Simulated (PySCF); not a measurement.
First-order multiplets

Geometry:
| atom | x (Å) | y (Å) | z (Å) |
| --- | --- | --- | --- |
| C1 | 2.115 | 0.330 | -0.049 |
| C2 | 0.918 | -0.556 | 0.200 |
| O3 | 1.023 | -1.596 | 0.806 |
| C4 | -0.427 | -0.082 | -0.345 |
| C5 | -1.463 | -1.191 | -0.279 |
| C6 | -0.892 | 1.173 | 0.400 |
| H7 | 2.242 | 0.515 | -1.127 |
| H8 | 1.982 | 1.312 | 0.431 |
| H9 | 3.014 | -0.152 | 0.355 |
| H10 | -0.256 | 0.200 | -1.401 |
| H11 | -1.661 | -1.475 | 0.765 |
| H12 | -2.410 | -0.866 | -0.737 |
| H13 | -1.116 | -2.096 | -0.798 |
| H14 | -1.864 | 1.510 | 0.008 |
| H15 | -0.187 | 2.011 | 0.297 |
| H16 | -1.020 | 0.963 | 1.474 |

PySCF 2.14 calculation with J couplings at B3LYP/pcJ-1 (without the spin–dipole term), PBE0-D3(BJ)/def2-SVP geometry and GIAO PBE0/pcSseg-1 shieldings; rapidly exchanging positions averaged, one conformer, isolated molecule, relativity neglected.

Shifts are taken against calculated references (same method and geometry level): 13C (σref 184.41), 1H (σref 31.27) against TMS.

Spectrometer: 600 MHz for 1H. First-order analysis; couplings under 1 Hz (under 4 Hz in carbon signals) are ignored, and nearly equal couplings are merged; the smaller ones broaden or split the lines further.

(1) What pattern does C1 show in the proton-coupled 13C spectrum?

(2) What pattern does H11/H12/H13/H14/H15/H16 show (1H)?

(3) What pattern does H10 show (1H)?

Results:

(1) A quartet at δ 28.8: 134.0 Hz to H7/H8/H9 (3 × 1H, 1 bond away). Lines in Hz from the centre (relative intensity): +201.0 (1), +67.0 (3), -67.0 (3), -201.0 (1). The outer lines are 402.0 Hz apart, the sum of the couplings kept, or 2.665 ppm at this field.

(2) A doublet at δ 1.03: 7.8 Hz to H10 (1 × 1H, 3 bonds away). Lines in Hz from the centre (relative intensity): +3.9 (1), -3.9 (1). The outer lines are 7.8 Hz apart, the sum of the couplings kept, or 0.013 ppm at this field.

(3) A septet at δ 2.15: 7.8 Hz to H11/H12/H13/H14/H15/H16 (6 × 1H, 3 bonds away). Lines in Hz from the centre (relative intensity): +23.4 (1), +15.6 (6), +7.8 (15), +0.0 (20), -7.8 (15), -15.6 (6), -23.4 (1). The outer lines are 46.8 Hz apart, the sum of the couplings kept, or 0.078 ppm at this field.

Unscaled 3J(H,H) at this level run about 9 % above measured values.
